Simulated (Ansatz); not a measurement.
## Ansatz (development build ahead of 0.2.0) run

```yaml
crystal:
  periodic: [false, false, false]
  atoms:
    - { symbol: C, position_ang: [0.0, 1.0711, 0.1476] }
    - { symbol: C, position_ang: [0.0, -1.0711, 0.1476] }
    - { symbol: C, position_ang: [-1.0711, 0.0, -0.1476] }
    - { symbol: C, position_ang: [1.0711, 0.0, -0.1476] }
    - { symbol: H, position_ang: [0.0, 1.9869, -0.4501] }
    - { symbol: H, position_ang: [0.0, 1.3429, 1.2075] }
    - { symbol: H, position_ang: [0.0, -1.9869, -0.4501] }
    - { symbol: H, position_ang: [0.0, -1.3429, 1.2075] }
    - { symbol: H, position_ang: [-1.9869, 0.0, 0.4501] }
    - { symbol: H, position_ang: [-1.3429, 0.0, -1.2075] }
    - { symbol: H, position_ang: [1.9869, 0.0, 0.4501] }
    - { symbol: H, position_ang: [1.3429, 0.0, -1.2075] }
basis:
  gaussian: { orbitals: pcseg-2 }
magnetization:
  spin_polarized: true
hamiltonian:
  xc: { name: wB97X }
```

The input is written out in the form of the current development build from the run's settings.

Output:

```yaml
Converged: yes
Total_energy: -157.22775 hartree
Spin_squared_of_the_determinant: 0.000
Stability_test: minimum
```
